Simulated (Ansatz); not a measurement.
```yaml
crystal:
  periodic: [false, false, false]
  atoms:
    - {symbol: B, position_ang: [-1.840796, -0.252930, 0.001098]}
    - {symbol: Si, position_ang: [-0.033022, 0.204113, -0.000295]}
    - {symbol: N, position_ang: [1.500016, -0.335662, -0.000078]}
    - {symbol: H, position_ang: [-0.180564, 1.689912, -0.002478]}
basis:
  gaussian: {orbitals: def2-TZVP}
magnetization: {spin_polarized: true, initial_magnetization: 3}
hamiltonian: {xc: pbe0}
relax: {f_tol: 0.004, max_steps: 80}
```

```sh
$ ansatz run in.yaml --threads 1 --pin off --events-out ev --progress --plain --max-ram 2176MiB
```

Steps of the relaxation (energy above the last step; positions in Å, forces in eV/Å):

```
4
step 1, 164.3 meV
B    -1.841   -0.253    0.001   -0.885   -0.463    0.001
Si   -0.033    0.204    0.000   -0.289    1.092   -0.002
N     1.500   -0.336    0.000    1.215   -0.739    0.001
H    -0.181    1.690   -0.002   -0.041    0.110    0.000
```

```
4
step 2, 100.1 meV
B    -1.852   -0.283    0.001   -0.362   -0.339    0.001
Si   -0.030    0.230    0.000   -0.212    0.836   -0.001
N     1.504   -0.362    0.000    0.555   -0.479    0.001
H    -0.176    1.721   -0.003    0.019   -0.017    0.000
```

```
4
step 3, 42.7 meV
B    -1.848   -0.420    0.001    0.673    0.174   -0.001
Si   -0.036    0.343   -0.001    0.092   -0.332    0.000
N     1.460   -0.457    0.000   -0.839    0.377    0.000
H    -0.131    1.840   -0.003    0.074   -0.219    0.000
```

```
4
step 5, 0.2 meV
B    -1.778   -0.472    0.001    0.004   -0.010    0.000
Si   -0.058    0.381   -0.001    0.021    0.031    0.000
N     1.376   -0.472    0.000   -0.021   -0.007    0.000
H    -0.094    1.868   -0.003   -0.005   -0.013    0.000
```

```
4
step 7, 0.0 meV
B    -1.771   -0.479    0.001    0.001    0.001    0.000
Si   -0.058    0.389   -0.001   -0.001   -0.001    0.000
N     1.367   -0.478    0.000    0.001   -0.001    0.000
H    -0.092    1.874   -0.003    0.000    0.001    0.000
```

Close pairs at the end: Si2–H4 1.486 Å, Si2–N3 1.668 Å, B1–Si2 1.920 Å.

A stationary point of unrestricted PBE0 after 7 steps, with ⟨S²⟩ = 3.815 against 3.75 for a pure state; no frequencies were run, so it isn't proven a minimum. 67 s on 1 thread of Arm Neoverse N1, shared host.
